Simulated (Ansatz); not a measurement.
**One shape, several levels: doublet CH3AlO+**

Wanted: a comparison of 6 runs (UHF/3-21G, UB3LYP/6-31G*, U-revPBE/aug-cc-pVDZ, UBHLYP/aug-cc-pVDZ, RPA@PBE/aug-cc-pVDZ, UMP2/aug-cc-pVDZ) of doublet CH3AlO+. 

The results are computed with Ansatz 0.2.0.

61 further runs of the same task are left out: 8 that didn't finish, 53 set aside as unsound or not needed. Runs told in other sessions of the task aren't counted.

**1. Starting point**

CH3AlO+: 6 atoms, total charge +1, spin state doublet. SMILES of the parent species: `[CH3][Al]=[O]`. Geometry: relaxed at PBE0-D4/def2-TZVP. That shape belongs to the parent species and isn't relaxed for this state.

Bond lengths: C1–Al2 1.935 Å, Al2–O3 1.596 Å, C1–H4 1.092 Å, C1–H5 1.092 Å, C1–H6 1.092 Å. Angles: C1–Al2–O3 180.0°, Al2–C1–H4 110.5°, Al2–C1–H5 110.5°, Al2–C1–H6 110.5°, H4–C1–H5 108.4°, H4–C1–H6 108.4°, H5–C1–H6 108.4°.

**2. The energy at UHF/3-21G (run 1)**

Contents of run.yaml:

```yaml
crystal:
  periodic: [false, false, false]
  atoms:
    - {symbol: C, position_ang: [-0.412500, 0.498200, -0.315400]}
    - {symbol: Al, position_ang: [0.696700, -0.841400, 0.532500]}
    - {symbol: O, position_ang: [1.611700, -1.946300, 1.232100]}
    - {symbol: H, position_ang: [0.065200, 1.479100, -0.263900]}
    - {symbol: H, position_ang: [-1.383600, 0.560900, 0.180800]}
    - {symbol: H, position_ang: [-0.577400, 0.249400, -1.366100]}
basis:
  gaussian: {orbitals: 3-21G.json}
total_charge: 1
magnetization: {spin_polarized: true, initial_magnetization: 1}
hamiltonian: {xc: hf}
accuracy: high
output: {orbitals: {seedname: orbitals}}
```

The basis set 3-21G is read from a file made from the Basis Set Exchange's data (not shown).

Started as:

```bash
$ ansatz run run.yaml --threads 1 --pin off --max-ram 3480MiB --events-out events.jsonl --progress --plain --runs-dir runs
```

Standard output:

```text
Warning: RAYON_NUM_THREADS=1 ignored (pool sized by the plan → 1); use --threads N
Functional definition: HF
  name "HF"
  exchange = exact_x
  correlation = 0
784 factors; integrals over basis functions are off by at most 9.7e-9 eV
mean field evaluation 1: about -9621.4514 eV, gradient 5.0e1 eV
mean field evaluation 2: about -9621.5296 eV, gradient 5.0e1 eV
mean field evaluation 4: about -9633.0825 eV, gradient 6.3e0 eV
mean field evaluation 8: about -9635.9574 eV, gradient 1.4e0 eV
mean field evaluation 16: about -9636.0507 eV, gradient 1.8e-2 eV
mean field evaluation 32: about -9636.9949 eV, gradient 1.7e-2 eV
mean field evaluation 64: about -9636.9949 eV, gradient 9.5e-4 eV
mean field evaluation 96: about -9636.9949 eV, gradient 1.9e-4 eV
mean field evaluation 128: about -9636.5743 eV, gradient 1.1e0 eV
mean field evaluation 160: about -9628.4263 eV, gradient 1.5e1 eV
mean field evaluation 192: about -9626.9136 eV, gradient 2.3e1 eV
mean field evaluation 224: about -9628.9760 eV, gradient 1.2e1 eV
mean field evaluation 256: about -9636.9949 eV, gradient 1.6e-4 eV
mean field evaluation 288: about -9636.9949 eV, gradient 5.9e-4 eV
mean field evaluation 320: about -9627.6083 eV, gradient 8.1e0 eV
mean field evaluation 352: about -9628.3039 eV, gradient 1.9e0 eV
mean field evaluation 384: about -9636.9946 eV, gradient 1.3e-1 eV
mean field evaluation 416: about -9636.0507 eV, gradient 5.2e-6 eV
mean field evaluation 448: about -9626.9618 eV, gradient 1.4e1 eV
mean field evaluation 480: about -9636.9949 eV, gradient 7.4e-4 eV
mean field -9636.99492377 eV, -354.1530312587 hartree, gradient 1.2e-8 eV, S^2 0.754268; 6 other end points of the search recorded, 0 dependent functions left out
reference -9636.99492377 eV, -354.1530312587 hartree; 15, 14 occupied and 22, 23 virtual orbitals, 784 factors
Total energy: -9636.99492377 eV, -354.1530312587 hartree
```

It took 7.5 s on 1 thread of Intel Xeon Platinum 8259CL at 2.50GHz (Skylake/Cascade Lake), shared host; peak memory 0.13 GiB.

**3. A single-point energy at UB3LYP/6-31G(d) (spherical functions) (run 2)**

Contents of job.yaml:

```yaml
crystal:
  periodic: [false, false, false]
  atoms:
    - {symbol: C, position_ang: [-0.412500, 0.498200, -0.315400]}
    - {symbol: Al, position_ang: [0.696700, -0.841400, 0.532500]}
    - {symbol: O, position_ang: [1.611700, -1.946300, 1.232100]}
    - {symbol: H, position_ang: [0.065200, 1.479100, -0.263900]}
    - {symbol: H, position_ang: [-1.383600, 0.560900, 0.180800]}
    - {symbol: H, position_ang: [-0.577400, 0.249400, -1.366100]}
basis:
  gaussian:
    orbitals: 6-31G_st_-spherical.json
total_charge: 1
magnetization:
  spin_polarized: true
  initial_magnetization: 1
hamiltonian:
  xc: {name: B3LYP}
accuracy: high
output: {orbitals: {seedname: orbitals}}
```

The basis set 6-31G* is read from a file made from the Basis Set Exchange's data (not shown).

Started as:

```bash
$ ansatz run job.yaml --threads 1 --pin off --max-ram 3480MiB --events-out events.jsonl --progress --plain --runs-dir runs
```

Standard output:

```text
Warning: RAYON_NUM_THREADS=1 ignored (pool sized by the plan → 1); use --threads N
Functional definition: B3LYP
  name "B3LYP"
  parameter a0 = 0.2
  parameter ax = 0.72
  parameter ac = 0.81
  exchange = (1 - a0 - ax)*slater_x + ax*b88_x + a0*exact_x
  correlation = (1 - ac)*vwn_rpa_c + ac*lyp_c
1096 factors; integrals over basis functions are off by at most 7.8e-9 eV
mean field evaluation 1: about -9692.5168 eV, gradient 7.5e1 eV
mean field evaluation 2: about -9491.2290 eV, gradient 1.4e2 eV
mean field evaluation 4: about -9714.3498 eV, gradient 3.4e1 eV
mean field evaluation 8: about -9720.0985 eV, gradient 8.6e-1 eV
mean field evaluation 16: about -9720.1894 eV, gradient 1.8e-3 eV
mean field evaluation 32: about -9720.1895 eV, gradient 6.2e-3 eV
mean field evaluation 64: about -9720.1894 eV, gradient 1.6e-4 eV
mean field -9720.18939802 eV, -357.2103717964 hartree, gradient 1.3e-8 eV, S^2 0.752579; 4 other end points of the search recorded, 0 dependent functions left out
reference -9720.18943377 eV, -357.2103731100 hartree; 15, 14 occupied and 37, 38 virtual orbitals, 1096 factors
Total energy: -9720.18943377 eV, -357.2103731100 hartree
```

It took 55 s on 1 thread of Intel Xeon Platinum 8259CL at 2.50GHz (Skylake/Cascade Lake), shared host; peak memory 0.25 GiB.

Runs 3 to 4 aren't shown in full; the table further down has their settings and results.

**4. The energy at RPA@PBE/aug-cc-pVDZ (run 5)**

Contents of input.yaml:

```yaml
crystal:
  periodic: [false, false, false]
  atoms:
    - {symbol: C, position_ang: [-0.412500, 0.498200, -0.315400]}
    - {symbol: Al, position_ang: [0.696700, -0.841400, 0.532500]}
    - {symbol: O, position_ang: [1.611700, -1.946300, 1.232100]}
    - {symbol: H, position_ang: [0.065200, 1.479100, -0.263900]}
    - {symbol: H, position_ang: [-1.383600, 0.560900, 0.180800]}
    - {symbol: H, position_ang: [-0.577400, 0.249400, -1.366100]}
basis:
  gaussian:
    orbitals: aug-cc-pVDZ
total_charge: 1
magnetization:
  spin_polarized: true
  initial_magnetization: 1
hamiltonian:
  xc: {name: PBE}
correlation:
  method: rpa
  frozen_orbitals: {Al: 5, C: 1, H: 0, O: 1}
accuracy: high
```

Started as:

```bash
$ ansatz run input.yaml --threads 1 --pin off --max-ram 3480MiB --events-out events.jsonl --progress --plain --runs-dir runs
```

Standard output, shortened:

```text
Warning: RAYON_NUM_THREADS=1 ignored (pool sized by the plan → 1); use --threads N
Functional definition: PBE
  name "PBE"
[...]
1876 factors; integrals over basis functions are off by at most 3.5e-9 eV
[...]
mean field -9712.83751238 eV, -356.9401949822 hartree, gradient 9.1e-11 eV, S^2 0.752417; 6 other end points of the search recorded, 0 dependent functions left out
7 core orbitals not correlated: weight in the atoms' cores, before any rotation towards them, 1.000 or more for the frozen orbitals, at most 0.000 for the correlated occupied ones
reference -9689.65934160 eV, -356.0884129170 hartree; 8, 7 occupied and 85, 86 virtual orbitals, 1876 factors
Total energy: -9705.66160791 eV, -356.6764853571 hartree
```

It took 4 min on 1 thread of Intel Xeon Platinum 8259CL at 2.50GHz (Skylake/Cascade Lake), shared host; peak memory 0.41 GiB.

**5. The energy at UMP2/aug-cc-pVDZ (run 6)**

Changes to run.yaml since step 2:

```diff
@@ -10,7 +10,11 @@
 basis:
-  gaussian: {orbitals: 3-21G.json}
+  gaussian:
+    orbitals: aug-cc-pVDZ
+correlation:
+  method: mp2
+  frozen_orbitals: {Al: 5, C: 1, H: 0, O: 1}
 total_charge: 1
-magnetization: {spin_polarized: true, initial_magnetization: 1}
-hamiltonian: {xc: hf}
 accuracy: high
-output: {orbitals: {seedname: orbitals}}
+magnetization:
+  spin_polarized: true
+  initial_magnetization: 1
```

Started as:

```bash
$ ansatz run run.yaml --threads 1 --pin off --max-ram 3480MiB --events-out events.jsonl --progress --plain --runs-dir runs
```

Standard output, shortened:

```text
Warning: RAYON_NUM_THREADS=1 ignored (pool sized by the plan → 1); use --threads N
Functional definition: HF
  name "HF"
[...]
1876 factors; integrals over basis functions are off by at most 3.5e-9 eV
[...]
mean field -9690.38431240 eV, -356.1150551022 hartree, gradient 1.3e-8 eV, S^2 0.756464; 9 other end points of the search recorded, 0 dependent functions left out
7 core orbitals not correlated: weight in the atoms' cores, before any rotation towards them, 1.000 or more for the frozen orbitals, at most 0.000 for the correlated occupied ones
reference -9690.38431240 eV, -356.1150551022 hartree; 8, 7 occupied and 85, 86 virtual orbitals, 1876 factors
second order -9.24779116 eV of doubles, -0.00000000 eV of singles
Total energy: -9699.63210356 eV, -356.4549051592 hartree
```

Wall time 77 s (1 thread of Intel Xeon Platinum 8259CL at 2.50GHz (Skylake/Cascade Lake), shared host); peak memory 0.36 GiB.

**6. Overview of the runs**

```tsv
run	level	frozen core orbitals	energy (Eh)	HOMO energy (eV)	LUMO energy (eV)	⟨S²⟩	wall time
1	UHF/3-21G	–	-354.153031	-18.78	-6.09	0.754	7.5 s
2	UB3LYP/6-31G* (spherical functions)	–	-357.210373	-15.44	-12.27	0.753	55 s
3	U-revPBE/aug-cc-pVDZ	–	-357.129848	-14.35	-13.54	0.752	2.7 min
4	UBHLYP/aug-cc-pVDZ	–	-357.170190	-16.96	-9.97	0.753	3.2 min
5	RPA@PBE/aug-cc-pVDZ	7	-356.676485	–	–	0.752	4 min
6	UMP2/aug-cc-pVDZ	7	-356.454905	–	–	0.756	77 s
```

**7. Results**

| quantity | value |
| --- | --- |
| run 6: total energy | -356.45491 Eh |
| run 6: correlation energy (7 core orbitals frozen) | -339.9 mEh |
| run 6: ⟨S²⟩ of the reference determinant | 0.756 |

In words: Totals of different functionals can't be ranked against each other. All runs together took 12 min, the longest 4 min.
